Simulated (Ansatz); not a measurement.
Ansatz (a program for electronic structure) input (PBE/6-31G*):

Ansatz 0.2 input:
```yaml
crystal:
  periodic: [false, false, false]
  atoms:
    - {symbol: C, position_ang: [0.00319266, 0.00643257, 0.66040383]}
    - {symbol: C, position_ang: [-0.00319266, -0.00643257, -0.66040383]}
    - {symbol: F, position_ang: [0.02490825, 1.11427502, 1.37583632]}
    - {symbol: F, position_ang: [-0.01150102, -1.08726216, 1.39745609]}
    - {symbol: F, position_ang: [0.01150102, 1.08726216, -1.39745609]}
    - {symbol: F, position_ang: [-0.02490825, -1.11427502, -1.37583632]}
basis:
  gaussian:
    orbitals: 6-31G*
hamiltonian:
  xc: {name: PBE}
relax: {f_tol: 0.003, max_steps: 120}
```

**Question.** Predict the final energy.

**Answer.** -475.04771 Eh.
